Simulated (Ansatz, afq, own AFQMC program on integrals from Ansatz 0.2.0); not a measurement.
Integrals from Ansatz 0.2.0, then the random walk in our own AFQMC program (afq).

```yaml
crystal:
  periodic: [false, false, false]
  atoms:
    - {symbol: Si, position_ang: [0.000000, -0.086559, 2.805147]}
    - {symbol: Al, position_ang: [0.000000, -0.028386, -2.948284]}
    - {symbol: H, position_ang: [0.000000, 3.171759, 0.759243]}
basis:
  gaussian: {orbitals: 6-31G}
magnetization: {spin_polarized: false, initial_magnetization: 2}
correlation: {method: ccsd_t, electrons: outside_noble_gas, hamiltonian_folder: ham}
```

```sh
$ ansatz run in.yaml --threads 1 --pin off --events-out ev --progress --plain --max-ram 24576MiB --backend cuda --devices 0, --max-vram 18GiB
```

Options of the walk:

```
--method free --trial cid --walkers 200 --time-step 0.05 --max-blocks 30 --target-error 0.00136 --factor-cut 1e-05 --seed 8455 --times 0.0,0.5,1.0,2.0,3.0,4.0 --taylor-order 8
```

Times are imaginary, in 1/Eh. The walk had a cap of 60 s.

afq prints:

```
orbitals 18  electrons 5 3  factors 78 of 312
reference energy -531.06050484 Eh
CCSD correlation -0.17350120 Eh in 42 cycles, weight of the determinant in the CISD state 0.3616
repeat  energy at the last time / Eh  error
    10  -531.235960  0.000878
    20  -531.236451  0.000523
    30  -531.236543  0.000463
time / (1/Eh)  energy / Eh  error  mean overlap
  0.00  -531.233700  0.000269  1.4279
  0.50  -531.235165  0.000314  1.4203
  1.00  -531.235411  0.000318  1.4236
  2.00  -531.236055  0.000393  1.4228
  3.00  -531.236236  0.000418  1.4404
  4.00  -531.236543  0.000463  1.4349
energy -531.236543 +/- 0.000463 Eh
```

The run passed its tests (error under three times the target), which doesn't prove that it has relaxed.

Against this walk (error 12.6 meV) on the same determinant: CCSD(T) 10.1 meV higher (within the noise), full CI 20.7 meV lower (within the noise). The error is statistical, and a free projection of finite length keeps a remainder of its start. The projection is still falling at its last time (meV from the last point: 38 ± 9 at 0.50, 31 ± 9 at 1.00, 13 ± 11 at 2.00, 8 ± 11 at 3.00, 0 ± 13 at 4.00), so its energy is a cut-off value, and the gaps above aren't errors of the other methods. The determinant is a poor start (see the cautions), so the low cluster orders aren't to be relied on, and full CI is the sure value.

Cautions: remainder of the start not in the error; lower spins were not checked; a spin-contaminated unrestricted determinant lies lower (UHF 3.32 eV lower, ⟨S²⟩ 2.99); the search met a lower determinant of the same kind, perhaps of another symmetry (1.69 eV lower), and this one is a saddle point; strong correlation (T1 0.253, weight of the determinant 0.36, largest double 0.39); the CCSD(T) amplitudes may be one of several solutions (largest double 0.39); the next higher spin lies close (full CI puts it 61 meV above); the time-step error isn't removed.

The walk took 4.3 s on 1 × NVIDIA H100 80GB HBM3 with 2 threads of AMD EPYC 7R13 Processor (Zen 3) (shared host) (the card was shared). The log's last line is the free-projection energy.

A walk keeps the symmetry of its determinant, which the program's search chose and which needn't be the lowest solution, so a lower state of the same spin and another symmetry isn't excluded.
